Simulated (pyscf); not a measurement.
Thermochemistry of product channels of O=Ga–OH (SMILES [O]=[Ga][OH]) + H• (SMILES [H]) on the doublet surface, in kcal/mol, from CCSD(T)/def2-TZVPP + ΔMP2(QZVPP) energies (ideal gas, 1 atm, RRHO with modes under 100 cm⁻¹ raised to 100, one conformer, R ln 2 for chiral ones without a mode under 150 cm⁻¹). Single points on ωB97X-D3(BJ)/def2-SVP structures (PySCF, gas phase). Correlated levels are frozen-core, on RHF or UHF. ΔMP2 is the change of the MP2 total energy from the triple- to the quadruple-zeta basis.

```csv
products,ΔE,ΔH(298 K),ΔG(298 K),ΔG(1200 K)
O (SMILES [O]) [triplet] + •O–GaH₂ (SMILES [O][GaH2]),+87.2,+86.4,+84.7,?
•O–GaH–OH (SMILES [O][GaH][OH]),-42.3,-39.3,-32.7,-11.7
[HO–Ga–OH]• (SMILES [OH][Ga][OH]),?,-75.9,-69.5,?
```

Problem. Some entries are withheld; supply them.

Solution. 
- O (SMILES [O]) [triplet] + •O–GaH₂ (SMILES [O][GaH2]), ΔG(1200 K): +80.3
- [HO–Ga–OH]• (SMILES [OH][Ga][OH]), ΔE: -81.4
- [HO–Ga–OH]• (SMILES [OH][Ga][OH]), ΔG(1200 K): -49.0

These are energies of the channels, which say nothing of barriers. •O–GaH₂ lies 36.5 kcal/mol over its isomer [HO–GaH]• (electronic energy, ωB97M-D3(BJ)). The CCSD(T) − MP2 part came from Ansatz, without density fitting, on the same reference. The frozen core leaves the outer d or s,p core shells of the metals and heavy elements correlated in the MP2 and CC values, and def2-TZVPP describes them poorly, which can shift differences by a few kcal/mol. Left out: orbital degeneracy and the spin-orbit lowering of O. Elements up to Kr have no core potential and no relativistic terms here.
